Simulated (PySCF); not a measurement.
# C4H4F2: the cost of one run

Programs: PySCF 2.14.0, with density-fitted response routines of our own. Each step states its level of theory. These are calculated values for one molecule in the gas phase, unless marked as measured. Atoms are numbered from 0 throughout.

## Step 1: Starting geometry

10 atoms, charge 0, multiplicity 1; geometry from: GFN2-xTB.

Bonds of the start (Å): F0–C1 1.37, C1–C2 1.47, C2–C3 1.30, C3–F4 1.31, C3–C5 1.49, C5–C2 1.53, C1–H6 1.10, C1–H7 1.10, C5–H8 1.08, C5–H9 1.08.

## Step 2: Geometry optimisation at PBE0-D3(BJ)/def2-SVP

What the job is given:

```
{"job": {"xc": "PBE0", "basis": "def2-SVP", "d3": "d3bj", "grid": 1, "kind": "geom"}, "charge": 0, "multiplicity": 1}
F     -1.843632     1.579016     0.047330
C     -1.460376     0.264652    -0.022458
C      0.001137     0.131186     0.003170
C      1.210253     0.593165     0.045548
F      2.045087     1.606662     0.105655
C      1.135160    -0.891308    -0.015581
H     -1.913694    -0.249305     0.835597
H     -1.873513    -0.143249    -0.954930
H      1.336931    -1.479283     0.873313
H      1.371529    -1.406881    -0.940171
```

On the command line:

```console
$ OMP_NUM_THREADS=1 python probes_run.py task.json out
```

The driver reads the jobs from task.json and runs them one after another.

**Question.** How long does this first job take on 1 thread of Arm Neoverse V2, shared host, and how much memory does it need?

About 17 s, with a peak of 0.43 GiB.
